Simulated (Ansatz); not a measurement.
Geometry optimisation, Ansatz 0.2.0, RKS PBE0/def2-SVP.

input.yaml

```yaml
crystal:
  periodic: [false, false, false]
  atoms:
    - { symbol: Al, position_ang: [0.068738, 0.434563, -0.493619] }
    - { symbol: O, position_ang: [-0.037653, 0.069699, 2.443699] }
    - { symbol: H, position_ang: [-0.958477, -0.051276, 2.698794] }
    - { symbol: H, position_ang: [1.442218, -0.129328, -1.064059] }
    - { symbol: H, position_ang: [-1.328889, -0.209928, -0.879812] }
    - { symbol: H, position_ang: [0.071298, 1.747706, 0.37433] }
    - { symbol: H, position_ang: [-0.018736, 0.985863, 2.076567] }
basis:
  gaussian: { orbitals: def2-SVP }
hamiltonian:
  xc: pbe0
relax:
  f_tol: 0.03
  max_steps: 50
```

Command:

```bash
$ ansatz run input.yaml --threads 1 --pin off --max-ram 2048MiB --backend cpu --events-out ev --progress --plain --runs-dir out
```

Question: Where does it end, and by what steps?

Answer: It converged. After 7 steps the energy has fallen by 0.747 eV; H3 moved furthest, 0.63 Å. Joined: Al1–O2 (2.96 → 2.04 Å).

```
step  energy less start (eV)  largest force component (eV/Å)  accepted
   0                  0.0000                           0.845       yes
   1                 -0.1241                           1.848       yes
   2                 -0.3567                           2.174       yes
   3                 -0.6024                           0.548       yes
   4                 -0.6917                           0.436       yes
   5                 -0.7361                           0.217       yes
   6                 -0.7454                           0.046       yes
   7                 -0.7465                           0.005       yes
```

```xyz
7
Properties=species:S:1:pos:R:3
Al 0.025 0.487 -0.146
O -0.029 0.134 1.861
H -0.824 -0.333 2.148
H 1.353 -0.266 -0.614
H -1.392 -0.201 -0.463
H 0.066 2.089 -0.026
H 0.039 0.936 2.395
```

Whether the end is a true minimum wasn't checked by a vibrational analysis.

Time of the run: 9.5 s on 1 thread of Arm Neoverse V2, with other jobs on the host, peak memory 0.1 GiB.
